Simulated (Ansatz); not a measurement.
Basis-set series for C3H5ClOS (`COC(=S)CCl`). Total charge 0; spin multiplicity 1. The structure was optimised at the PBE0-D4/def2-TZVP level. It is one conformer, not always the lowest.

```xyz
11

C    -0.8164    0.8004   -1.0406
O    -1.2550   -0.0362    0.0261
C    -0.4034   -0.5512    0.9007
S    -0.9483   -1.3274    2.2168
C     1.0698   -0.3973    0.6423
Cl    1.5975   -1.4612   -0.6947
H    -1.7086    1.0101   -1.6257
H    -0.4155    1.7398   -0.6520
H    -0.0758    0.2997   -1.6645
H     1.3380    0.6229    0.3642
H     1.6176   -0.6996    1.5274
```

```tsv
functional	basis	functions	energy (Eh)	HOMO (eV)	LUMO (eV)
PBE0-D4	def2-SVP	117	-1049.99987	-6.46	-1.76
PBE0-D4	def2-QZVPP	518	-1050.55131	-6.69	-2.03
ωB97M-V	def2-SVP	117	-1050.37757	-8.63	0.47
ωB97M-V	def2-QZVPP	518	-1050.93320	-8.91	0.07
```

(1) Give the rows for def2-TZVPP. (Estimate.)

Results:

(1) Computed: 
```
functional       basis  functions  energy (Eh)  HOMO (eV)  LUMO (eV)
   PBE0-D4  def2-TZVPP        278  -1050.51532      -6.65      -1.96
   ωB97M-V  def2-TZVPP        278  -1050.89863      -8.85       0.18
```

Positive LUMOs are unbound and depend on the basis.
